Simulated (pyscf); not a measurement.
# Cycloaddition: Cl–C:–Cl [singlet] + H₂C=CH₂ → cyclic C₃H₄Cl₂ (SMILES ClC1(Cl)CC1)

Gas phase, singlet surface, charge 0. Bonds broken: none. Bonds formed: C2–C4, C2–C5. PySCF, gas phase, ωB97X-D3(BJ)/def2-SVP geometries. MP2 and CC: frozen core, UHF for open shells. ΔMP2 is the change of the MP2 total energy from the triple- to the quadruple-zeta basis.

Transition state (Å):

```xyz
9

Cl    -0.3835    -0.3793     2.0289
C     -1.5288    -0.1254     0.7315
Cl    -2.1276    -1.6759     0.1870
C     -0.6366     0.9510    -0.8658
C      0.2895    -0.0178    -1.0670
H     -1.5486     0.9973    -1.4667
H     -0.4105     1.8353    -0.2643
H      0.0924    -0.8636    -1.7316
H      1.2370    -0.0208    -0.5211
```

One imaginary mode, 298i cm⁻¹; descent along it reached the two sides named.

```
bond   change  reactant side (Å)  saddle  product side
-----  ------  -----------------  ------  ------------
C2–C4   forms                3.1   2.123         1.493
C2–C5   forms                3.5   2.560         1.493
```

Electronic energies relative to the separated reactants (kcal/mol):

```json
[
 {"level": "ωB97X-D3(BJ)/def2-TZVP", "barrier": "3.1", "reaction energy": "-74.0", "reverse barrier": "77.2"},
 {"level": "PBE/def2-TZVP", "barrier": "-0.6", "reaction energy": "-66.2", "reverse barrier": "65.7"},
 {"level": "r²SCAN/def2-TZVP", "barrier": "-1.9", "reaction energy": "-69.5", "reverse barrier": "67.6"},
 {"level": "B3LYP-D3(BJ)/def2-TZVP", "barrier": "0.7", "reaction energy": "-64.6", "reverse barrier": "65.3"},
 {"level": "PBE0-D3(BJ)/def2-TZVP", "barrier": "-1.1", "reaction energy": "-75.6", "reverse barrier": "74.5"},
 {"level": "M06-2X/def2-TZVP", "barrier": "2.1", "reaction energy": "-73.4", "reverse barrier": "75.5"},
 {"level": "ωB97M-D3(BJ)/def2-TZVP", "barrier": "4.3", "reaction energy": "-68.4", "reverse barrier": "72.6"},
 {"level": "HF/def2-TZVP", "barrier": "16.1", "reaction energy": "-59.3", "reverse barrier": "75.3"},
 {"level": "MP2/def2-QZVPP", "barrier": "-0.7", "reaction energy": "-77.9", "reverse barrier": "77.2"},
 {"level": "CCSD/def2-TZVPP", "barrier": "6.3", "reaction energy": "-67.9", "reverse barrier": "74.2"},
 {"level": "CCSD(T)/def2-TZVPP", "barrier": "3.2", "reaction energy": "-67.0", "reverse barrier": "70.2"},
 {"level": "CCSD(T)/def2-TZVPP + ΔMP2(QZVPP)", "barrier": "2.6", "reaction energy": "-67.4", "reverse barrier": "70.0"}
]
```

With CCSD(T)/def2-TZVPP + ΔMP2(QZVPP) energies and thermal terms (ideal gas, 1 atm, RRHO with modes under 100 cm⁻¹ raised to 100, one conformer, R ln 2 for chiral ones without a mode under 150 cm⁻¹), in kcal/mol:

```csv
T (K),ΔH‡,ΔG‡,ΔH,ΔG
298,3.4,14.1,-63.9,-51.1
600,3.9,24.7,-63.7,-38.2
900,4.5,34.9,-62.9,-25.6
1200,5.0,45.0,-61.9,-13.3
```

At PBE, r²SCAN, PBE0-D3(BJ), MP2 this geometry lies under the reactants; that is no barrier but a single point on another level's saddle; such a level's own saddle, if it has one, lies nearer that side and is low. cyclic C₃H₄Cl₂ (SMILES ClC1(Cl)CC1) lies 11.8 kcal/mol over its isomer H₃C–C(Cl)=CH–Cl (electronic energy, ωB97M-D3(BJ)). One saddle was located; it need not be the lowest between these sides. One closed-shell reference is unstable to symmetry breaking; treat the single-reference values with care. The CCSD(T) − MP2 part came from Ansatz, without density fitting, on the same reference.
